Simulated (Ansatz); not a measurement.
## [H···H···NH], triplet along the distance H1-H2

Starting geometry:

```xyz
4

H    -1.8409    0.0594    0.0000
H    -1.0959    0.0594    0.0000
N     0.1791    0.0594    0.0000
H     0.4482   -0.9448    0.0000
```

From there H2 is moved from one fragment to the other while all else, the fragments' distance too, stays fixed; atoms are numbered as listed. Energies are in eV, counted from the starting geometry at the same level. Kohn–Sham curves are unrestricted where that lies lower.

Basis 6-31G; Ansatz 0.2.0. Only valence electrons are correlated (noble-gas cores frozen).

In so small a basis the reference is far from its limit while semilocal and hybrid functionals are nearer theirs (RPA and double hybrids share much of the reference's basis error), so the functionals' errors here hold much of the reference's basis and frozen-core error, which can add to them or hide them.

Full CI is exact within this basis and frozen core; it isn't the basis-set limit.

```json
{"distance H1-H2 (Å)": "0.693", "full CI": "0.031", "PBE": "0.112", "revPBE": "0.100", "r2SCAN": "0.093", "PBE0": "0.082", "B3LYP": "0.078", "wB97M-V": "0.061", "B2PLYP": "0.055", "RPA-PBE": "0.049"}
{"distance H1-H2 (Å)": "0.745", "full CI": "0.000", "PBE": "0.000", "revPBE": "0.000", "r2SCAN": "0.000", "PBE0": "0.000", "B3LYP": "0.000", "wB97M-V": "0.000", "B2PLYP": "0.000", "RPA-PBE": "0.000"}
{"distance H1-H2 (Å)": "0.779", "full CI": "0.011", "PBE": "-0.034", "revPBE": "-0.026", "r2SCAN": "-0.024", "PBE0": "-0.017", "B3LYP": "-0.014", "wB97M-V": "-0.004", "B2PLYP": "-0.003", "RPA-PBE": "0.001"}
{"distance H1-H2 (Å)": "0.812", "full CI": "0.032", "PBE": "-0.045", "revPBE": "-0.031", "r2SCAN": "-0.030", "PBE0": "-0.017", "B3LYP": "-0.010", "wB97M-V": "0.008", "B2PLYP": "0.008", "RPA-PBE": "0.017"}
{"distance H1-H2 (Å)": "0.846", "full CI": "0.059", "PBE": "-0.041", "revPBE": "-0.020", "r2SCAN": "-0.022", "PBE0": "-0.004", "B3LYP": "0.007", "wB97M-V": "0.032", "B2PLYP": "0.028", "RPA-PBE": "0.042"}
{"distance H1-H2 (Å)": "0.879", "full CI": "0.086", "PBE": "-0.022", "revPBE": "0.003", "r2SCAN": "-0.005", "PBE0": "0.017", "B3LYP": "0.034", "wB97M-V": "0.062", "B2PLYP": "0.051", "RPA-PBE": "0.073"}
{"distance H1-H2 (Å)": "0.913", "full CI": "0.114", "PBE": "0.011", "revPBE": "0.042", "r2SCAN": "0.024", "PBE0": "0.048", "B3LYP": "0.070", "wB97M-V": "0.101", "B2PLYP": "0.081", "RPA-PBE": "0.111"}
{"distance H1-H2 (Å)": "0.946", "full CI": "0.147", "PBE": "0.061", "revPBE": "0.096", "r2SCAN": "0.066", "PBE0": "0.089", "B3LYP": "0.119", "wB97M-V": "0.148", "B2PLYP": "0.118", "RPA-PBE": "0.158"}
{"distance H1-H2 (Å)": "0.980", "full CI": "0.193", "PBE": "0.134", "revPBE": "0.173", "r2SCAN": "0.129", "PBE0": "0.149", "B3LYP": "0.187", "wB97M-V": "0.213", "B2PLYP": "0.173", "RPA-PBE": "0.223"}
```

(1) Judged by the spread of the error over the points with a reference (largest less smallest), which of these follows full CI best and which worst?

Results:

(1) Subtracting the full CI column from each: best RPA-PBE (errors from -0.017 to 0.030, spread 0.047 eV), worst PBE (from -0.108 to 0.081, spread 0.189 eV). Functionals and wave-function methods converge differently with the basis, so part of this is basis effect.
